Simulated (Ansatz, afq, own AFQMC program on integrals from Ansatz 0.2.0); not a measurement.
Two steps: Ansatz 0.2.0 writes the Fock matrix and Cholesky factors of the valence space, and afq projects on them the lowest state that overlaps trial and start.

```yaml
crystal:
  periodic: [false, false, false]
  atoms:
    - {symbol: Sc, position_ang: [0.000000, 0.000000, 0.617143]}
    - {symbol: O, position_ang: [0.000000, 0.000000, -1.476490]}
    - {symbol: H, position_ang: [0.000000, 0.783613, -2.044398]}
    - {symbol: H, position_ang: [0.000000, -0.783613, -2.044398]}
basis:
  gaussian: {orbitals: def2-TZVP}
total_charge: 1
magnetization: {spin_polarized: false}
correlation: {method: ccsd_t, electrons: outside_noble_gas, hamiltonian_folder: ham}
```

```sh
$ ansatz run in.yaml --threads 1 --pin off --events-out ev --progress --plain --max-ram 24576MiB --backend cuda --devices 0, --max-vram 18GiB
```

afq runs on the folder ham with

```
--method free --trial cisd --walkers 4000 --time-step 0.03 --max-blocks 4000 --target-error 0.00038 --factor-cut 1e-05 --seed 4358 --times 0,0.21,0.42,0.81,1.2,1.8,2.4,3 --taylor-order 8
```

Times are imaginary, in 1/Eh. The walk had a cap of 108 s.

Output of the walk:

```
orbitals 78  electrons 5 5  factors 613 of 743
reference energy -835.58699999 Eh
CCSD correlation -0.30259552 Eh in 27 cycles, weight of the determinant in the CISD state 0.8317
repeat  energy at the last time / Eh  error
    10  -835.899329  0.000572
    20  -835.898919  0.000325
    30  -835.898682  0.000269
time / (1/Eh)  energy / Eh  error  mean overlap
  0.00  -835.889600  0.000163  1.2027
  0.21  -835.895387  0.000154  1.2002
  0.42  -835.896955  0.000143  1.2010
  0.81  -835.898339  0.000129  1.1948
  1.20  -835.898729  0.000140  1.1924
  1.80  -835.898659  0.000174  1.1925
  2.40  -835.899180  0.000223  1.1869
  3.00  -835.898633  0.000264  1.1852
energy -835.898633 +/- 0.000264 Eh
```

The run passed its tests (error under three times the target), which doesn't prove that it has relaxed.

Against this walk (error 7.2 meV) on the same determinant: CCSD(T) 7.0 meV higher (within the noise), CCSDT(Q) 12.7 meV lower (within the noise). The error is statistical, and a free projection of finite length keeps a remainder of its start. The last points scatter (meV from the last: 8 ± 4 at 0.81, -3 ± 4 at 1.20, -1 ± 5 at 1.80, -15 ± 6 at 2.40, 0 ± 7 at 3.00); the last is the one printed as the energy, and the gaps above move with that scatter.

Cautions: remainder of the start not in the error; no relativity below Rb; outer-core shells of the metal frozen; higher spins were not checked; restricted determinant unstable towards unrestricted (UHF 991 meV lower, ⟨S²⟩ 1.00); CCSDT(Q) on the UHF determinant differs (301 meV lower), perhaps since the unrestricted series falls towards higher spin.

The walk took 91 s on 1 × NVIDIA H100 80GB HBM3 with 2 threads of AMD EPYC 7R13 Processor (Zen 3) (shared host) (the card was shared). The log's last line is the free-projection energy.

CCSDT and higher add their correlation energy to the determinant of the CCSD(T) run, since their own runs factorise the integrals more tightly (a shift of under 2 meV). A walk keeps the symmetry of its determinant, which the program's search chose and which needn't be the lowest solution, so a lower state of the same spin and another symmetry isn't excluded.
